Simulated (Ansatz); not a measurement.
For zinc-blende HgSe, rVV10 in Ansatz (plane waves, PAW) gives:

```
Quantity                              Result
------------------------------  ------------
equilibrium lattice constant a       6.281 Å
bulk modulus B0                     44.4 GPa
cohesive energy                 1.90 eV/atom
```

What does B3LYP (VWN-RPA form) (plane waves, PAW; Ansatz, a quantum-chemistry and plane-wave program) give for the same quantities?


- lattice constant a: 6.305 Å (rises by 0.4 %)
- bulk modulus: 42.5 GPa (shrinks by 4.3 %)
- cohesive energy: 1.29 eV/atom (decreases by 0.61 eV/atom)

For comparison: lattice constant a 6.085 Å (measured, 293 K, no zero-point or thermal correction; as tabulated in Cardona et al. (2009), arXiv:0908.2634); bulk modulus 50 GPa (measured, temperature not stated, not corrected to a static lattice, our sources range from 48.5 to 51.6; as tabulated in Toher et al. (2017), arXiv:1611.05714).

Changes are worked out from the printed values.

Unless a cell is named, each level is at its own relaxed cell (rVV10 30.98, B3LYP (VWN-RPA form) 31.34 Å³/atom).

Levels without +SOC leave out spin–orbit coupling, which shifts energies and cells of such heavy elements.

Caveats: the cell is over a tenth larger than the published one: the level's own overestimate first of all, though another phase or state, or a fault of the published cell, is possible (rVV10, B3LYP (VWN-RPA form)). Ansatz's density-functional and Hartree–Fock values are scalar-relativistic unless marked +SOC, with PAW data made under PBE.
